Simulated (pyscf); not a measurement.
Thermochemistry of product channels of H₂S + silylene (SiH₂) [singlet] on the singlet surface, in kcal/mol, from ωB97M-D3(BJ)/def2-TZVP energies (ideal gas, 1 atm, RRHO with modes under 100 cm⁻¹ raised to 100, one conformer, R ln 2 for rigid chiral ones). Single points on ωB97X-D3(BJ)/def2-SVP structures (PySCF, gas phase).

```json
[
 {"products": ":HSi–SH [singlet] + hydrogen (H₂)", "ΔE": "-25.8", "ΔH(298 K)": "-25.7", "ΔG(600 K)": "-22.2", "ΔG(1200 K)": "-20.0"},
 {"products": "H₃Si–SH", "ΔE": "?", "ΔH(298 K)": "-64.7", "ΔG(600 K)": "-44.4", "ΔG(1200 K)": "?"},
 {"products": "H₂Si=S + hydrogen (H₂)", "ΔE": "-35.1", "ΔH(298 K)": "-35.0", "ΔG(600 K)": "-30.1", "ΔG(1200 K)": "-26.3"}
]
```

### Question
Some entries are withheld; supply them.

### Answer

- H₃Si–SH, ΔE: -67.7
- H₃Si–SH, ΔG(1200 K): -25.0

These are energies of the channels, which say nothing of barriers.
